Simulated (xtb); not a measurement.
**GFN1-xTB run of C3H5ClF (SMILES C[CH]C(F)Cl)**

What is the vertical ionisation energy of C3H5ClF at GFN1-xTB? 

Program for the calculation: xtb 6.7.1.

15 further runs of the same task are left out: 15 set aside as unsound or not needed.

**1. Starting point**

C3H5ClF has 10 atoms, charge 0, and is taken as a doublet. As SMILES, `C[CH]C(F)Cl`. Geometry: relaxed at GFN2-xTB. This is one conformer, not always the lowest.

Bond lengths: C1–C2 1.474 Å, C2–C3 1.429 Å, C3–F4 1.348 Å, C3–Cl5 1.935 Å, C1–H6 1.097 Å, C1–H7 1.089 Å, C1–H8 1.088 Å, C2–H9 1.076 Å, C3–H10 1.091 Å. Some angles: C1–C2–C3 122.1°, C2–C3–F4 115.1°, C2–C3–Cl5 108.4°, F4–C3–Cl5 104.1°, C1–C2–H9 119.6°, C3–C2–H9 116.9°, C2–C1–H6 110.2°, C2–C1–H7 111.0°, C2–C1–H8 110.9°, C2–C3–H10 116.9°.

**2. Energy and gradient at GFN1-xTB**

Contents of .CHRG:

```
0
```

Contents of .UHF:

```
1
```

Contents of coord:

```
$coord angs
    -1.1065400    -0.6987300     0.1656300  C
     0.2036900    -0.1596200     0.5710300  C
     1.0881500     0.4655900    -0.3611300  C
     0.9748200     0.0349200    -1.6332600  F
     0.6421700     2.3464100    -0.4589900  Cl
    -1.8666300     0.0912400     0.1978800  H
    -1.0739200    -1.0752100    -0.8552600  H
    -1.4296400    -1.4846000     0.8455400  H
     0.4242000    -0.0271100     1.6162800  H
     2.1436900     0.5071200    -0.0877200  H
$end
```

The run is started by

```
xtb coord --grad --gfn 1 -P 1 > xtb.out 2> xtb.err
```

Standard output:

```text
* xtb version 6.7.1
[...]
          :  # basis functions                  36          :
[...]
          :  # electrons                        31          :
[...]
          :  Hamiltonian                  GFN1-xTB          :
[...]
          :  net charge                          0          :
          :  unpaired electrons                  1          :
[...]
   *** convergence criteria satisfied after 9 iterations ***
[...]
         ::                     SUMMARY                     ::
         :::::::::::::::::::::::::::::::::::::::::::::::::::::
         :: total energy             -18.360443394928 Eh    ::
         :: gradient norm              0.024454478050 Eh/a0 ::
         :: HOMO-LUMO gap              4.127906963158 eV    ::
         ::.................................................::
         :: SCC energy               -18.494203882514 Eh    ::
         :: -> electrostatic           0.024153755082 Eh    ::
         :: repulsion energy           0.136892876250 Eh    ::
         :: dispersion energy         -0.003132388664 Eh    ::
         :: halogen bond corr.         0.000000000000 Eh    ::
         :: add. restraining           0.000000000000 Eh    ::
         :: total charge               0.000000000000 e     ::
         :::::::::::::::::::::::::::::::::::::::::::::::::::::
[...]
        16        1.0000           -0.3810548             -10.3690 (HOMO)
        17                         -0.2293570              -6.2411 (LUMO)
[...]
     #   Z sym  total        # sym  WBO       # sym  WBO       # sym  WBO
 ---------------------------------------------------------------------------
     1   6 C    3.996 --     2 C    1.090     7 H    0.974     8 H    0.973
                             6 H    0.933
     2   6 C    3.507 --     3 C    1.193     1 C    1.090     9 H    0.974
                             5 Cl   0.147
     3   6 C    3.858 --     2 C    1.193    10 H    0.962     4 F    0.946
                             5 Cl   0.736
     4   9 F    1.059 --     3 C    0.946
     5  17 Cl   0.968 --     3 C    0.736     2 C    0.147
     6   1 H    1.001 --     1 C    0.933
     7   1 H    1.005 --     1 C    0.974
     8   1 H    1.006 --     1 C    0.973
     9   1 H    1.003 --     2 C    0.974
    10   1 H    1.029 --     3 C    0.962
[...]
          | TOTAL ENERGY              -18.360443394928 Eh   |
          | GRADIENT NORM               0.024454478050 Eh/α |
          | HOMO-LUMO GAP               4.127906963158 eV   |
           -------------------------------------------------
[...]
```

Standard error:

```text
normal termination of xtb
```

Run time: 0.025 s. Hardware: 1 thread of AMD EPYC 9R45 (Zen 5), shared host.

**3. The singlet cation at the same level**

Contents of .CHRG:

```
1
```

Contents of .UHF:

```
0
```

coord is that of step 2.

The run is started by

```
xtb --grad --gfn 1 -- coord > run.log 2> xtb.err
```

Standard output:

```text
* xtb version 6.7.1
[...]
          :  # basis functions                  36          :
[...]
          :  # electrons                        30          :
[...]
          :  Hamiltonian                  GFN1-xTB          :
[...]
          :  net charge                          1          :
          :  unpaired electrons                  0          :
[...]
   *** convergence criteria satisfied after 12 iterations ***
[...]
         ::                     SUMMARY                     ::
         :::::::::::::::::::::::::::::::::::::::::::::::::::::
         :: total energy             -17.858271157294 Eh    ::
         :: gradient norm              0.073300526694 Eh/a0 ::
         :: HOMO-LUMO gap              1.049128639998 eV    ::
         ::.................................................::
         :: SCC energy               -17.992031644881 Eh    ::
         :: -> electrostatic           0.141796736353 Eh    ::
         :: repulsion energy           0.136892876250 Eh    ::
         :: dispersion energy         -0.003132388664 Eh    ::
         :: halogen bond corr.         0.000000000000 Eh    ::
         :: add. restraining           0.000000000000 Eh    ::
         :: total charge               1.000000000015 e     ::
         :::::::::::::::::::::::::::::::::::::::::::::::::::::
[...]
        15        2.0000           -0.6611327             -17.9903 (HOMO)
        16                         -0.6225780             -16.9412 (LUMO)
[...]
     #   Z sym  total        # sym  WBO       # sym  WBO       # sym  WBO
 ---------------------------------------------------------------------------
     1   6 C    3.975 --     2 C    1.190     7 H    0.949     8 H    0.936
                             6 H    0.843
     2   6 C    3.769 --     3 C    1.197     1 C    1.190     9 H    0.960
                             5 Cl   0.250
     3   6 C    3.879 --     2 C    1.197     4 F    0.976    10 H    0.929
                             5 Cl   0.751
     4   9 F    1.100 --     3 C    0.976
     5  17 Cl   1.139 --     3 C    0.751     2 C    0.250
     6   1 H    0.975 --     1 C    0.843
     7   1 H    0.988 --     1 C    0.949
     8   1 H    0.984 --     1 C    0.936
     9   1 H    0.990 --     2 C    0.960
    10   1 H    1.006 --     3 C    0.929
[...]
          | TOTAL ENERGY              -17.858271157294 Eh   |
          | GRADIENT NORM               0.073300526694 Eh/α |
          | HOMO-LUMO GAP               1.049128639998 eV   |
           -------------------------------------------------
[...]
```

Standard error:

```text
normal termination of xtb
```

Run time: 0.03 s. Hardware: 1 thread of AMD EPYC 9R45 (Zen 5), shared host.

**4. What came out**

At GFN1-xTB:

| quantity | value |
| --- | --- |
| doublet C3H5ClF: total energy | -18.36044 Eh |
| doublet C3H5ClF: dipole moment | 2.85 D |
| doublet C3H5ClF: HOMO energy (partly filled) | -10.37 eV |
| doublet C3H5ClF: LUMO energy | -6.24 eV |
| doublet C3H5ClF: dispersion energy | -8.22 kJ/mol |
| doublet C3H5ClF: largest force on an atom | 0.931 eV/Å |
| singlet cation: total energy | -17.85827 Eh |
| singlet cation: HOMO energy | -17.99 eV |
| singlet cation: LUMO energy | -16.94 eV |
| singlet cation: HOMO–LUMO gap | 1.05 eV |
| singlet cation: dispersion energy | -8.22 kJ/mol |
| singlet cation: largest force on an atom | 2.109 eV/Å |
| vertical ionisation energy (to the singlet cation) | 13.665 eV |

**Reading.** Removing an electron at fixed nuclei costs 13.66 eV (315 kcal/mol). The largest force (doublet C3H5ClF) is 0.93 eV/Å: the shape isn't a stationary point for this species at this level. Only the singlet of the ionised species was computed; a triplet could lie lower. No empirical shift is applied, and without it xTB methods put this difference several eV too high. Mulliken charges (singlet cation) run from -0.21 on F4 to +0.28 on C3.
